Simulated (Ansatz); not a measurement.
# H2PSi: the cost of one run

Program: Ansatz 0.2.0, Gaussian basis. Level of theory: def2-QZVPP, core rule «outside noble gas», up to 10 orbitals frozen. These are calculated values, not measurements.

Plan: UHF; ROHF; CCSD(T) on UHF.

### 1 The geometry

The geometry is a PBE0/def2-TZVP stationary point (not a proven minimum) of the parent state, kept for this charge and spin.

4 atoms, charge 1, spin multiplicity 3.

Atoms are counted from 1 here; the program's logs count them from 0.

Bond lengths: Si1–P2 2.275 Å, Si1–H3 1.499 Å, P2–H4 1.427 Å. Angles: P2–Si1–H3 115.3°, Si1–P2–H4 96.5°.

### 2 UHF

File in.yaml:

```yaml
crystal:
  periodic: [false, false, false]
  atoms:
    - {symbol: Si, position_ang: [-0.059994, -0.083342, 1.179230]}
    - {symbol: P, position_ang: [0.000332, 0.090462, -1.088224]}
    - {symbol: H, position_ang: [0.995175, 0.691262, 1.910267]}
    - {symbol: H, position_ang: [0.666308, -1.148881, -1.327757]}
basis:
  gaussian: {orbitals: "def2-QZVPP.json"}
total_charge: 1
magnetization: {spin_polarized: true, initial_magnetization: 2}
hamiltonian: {xc: hf}
output: {orbitals: {seedname: orbitals}}
```

Started as:

```sh
> ansatz run in.yaml --threads 1 --pin off --events-out ev --progress --plain --max-ram 2393MiB
```

**Question.** How long does this run take on 1 thread of Intel Xeon Platinum 8259CL at 2.50GHz, shared host, and how much memory does it need?

About 18 s, with a peak of 0.51 GiB.
